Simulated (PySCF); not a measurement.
These are PBE-D3(BJ)/def2-TZVP // B3LYP-D3(BJ)/def2-TZVP run with PySCF values and carry that method's errors. Gas-phase values, no solvent. Excitations are Tamm–Dancoff values on a coarser integration grid. The basis has no diffuse functions, so Rydberg states are missing or too high.

Reference species (SMILES): `B(F)(F)F` (neutral, multiplicity 1).

The S1–T1 gap (TDA) is 0.26 eV and the T1 excitation (TDA) is 9.44 eV.

Changed species: `FB(N)N` (2 of 3 F replaced by NH2; the reference has 0 of 3 F replaced by NH2).

Problem. Predict the effect on the S1–T1 gap (TDA) and T1 excitation (TDA).

Solution. the S1–T1 gap (TDA) hardly moves; the T1 excitation (TDA) decreases by 3.90 eV, to 5.54 eV.
